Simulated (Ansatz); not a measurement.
I need the interaction energy of a dimer with the counterpoise correction of H3O2P, SMILES OPO. Use Ansatz's Python interface. Level of theory (for the species named): MP2, def2-SVPD basis, multiplicity 1.

```xyz
6

O    -0.5918   -0.7862   -0.3987
P     0.4033    0.4808   -0.4977
O     1.0916    0.1362    0.8885
H    -1.1105   -0.7656   -1.2326
H    -0.4379    1.5236   -0.0658
H     0.6873   -0.6529    1.2601
```

`h3o2p_dimer.py`:
```python
'''Interaction energy of two H3O2P molecules, with the counterpoise correction.'''

import ansatz as az

BASIS_SET = 'def2-SVPD'
LEVEL = 'MP2'

FIRST = [
    ('O', (-0.5988, -0.7755, -0.391)),
    ('P', (0.3963, 0.4915, -0.49)),
    ('O', (1.0846, 0.1469, 0.8962)),
    ('H', (-1.1175, -0.7549, -1.2249)),
    ('H', (-0.4449, 1.5343, -0.0581)),
    ('H', (0.6803, -0.6422, 1.2678)),
]
SECOND = [
    ('O', (1.6675, 4.1466, 0.5124)),
    ('P', (1.5717, 3.285, 1.874)),
    ('O', (2.1647, 4.4688, 2.7464)),
    ('H', (1.2924, 3.5627, -0.1827)),
    ('H', (2.7293, 2.49, 1.7766)),
    ('H', (2.3553, 5.2212, 2.1791)),
]

def energy(atoms, ghosts=()):
    molecule = az.Crystal.molecule()
    for symbol, xyz in atoms:
        molecule = molecule.atom(symbol, xyz)
    calc = (
        molecule.calculation()
        .basis(gaussian=BASIS_SET)
        .correlation(LEVEL)
    )
    deck = calc.input()
    if ghosts:
        deck = deck.set(az.key.basis.gaussian.ghost_atoms, [{'symbol': s, 'position_ang': list(xyz)} for s, xyz in ghosts])
    return az.Session.from_dict(deck).plan().execute().report['free_energy_ev']

# monomers in their own basis and in the basis of the dimer
both = energy(FIRST + SECOND)
alone = energy(FIRST) + energy(SECOND)
ghosted = energy(FIRST, SECOND) + energy(SECOND, FIRST)
print(f'dimer {both:.6f} eV')
print(f'interaction, uncorrected   {(both - alone):8.3f} eV')
print(f'interaction, counterpoise  {(both - ghosted):8.3f} eV')
print(f'basis-set superposition    {(alone - ghosted):8.3f} eV')
```

Output of `python h3o2p_dimer.py`:
```text
dimer -26804.612468 eV
interaction, uncorrected     -0.108 eV
interaction, counterpoise     0.002 eV
basis-set superposition       0.110 eV
```

Uncorrected it is -0.108 eV, with the counterpoise correction 0.002 eV; the difference, 0.11 eV, is the superposition error. The sign changes with the correction, so this basis doesn't settle it.

What to keep in mind:
- Total energies depend on the basis set; only differences at equal settings carry meaning.
- The dimer is a generated trial pose of unrelaxed monomers, not a minimum, so the figure is no binding energy, and the basis set is small.
- It ran for 21 s on 1 thread of Intel(R) Xeon(R) Processor @ 2.30GHz, with other jobs on the host, peak memory 0.58 GiB.
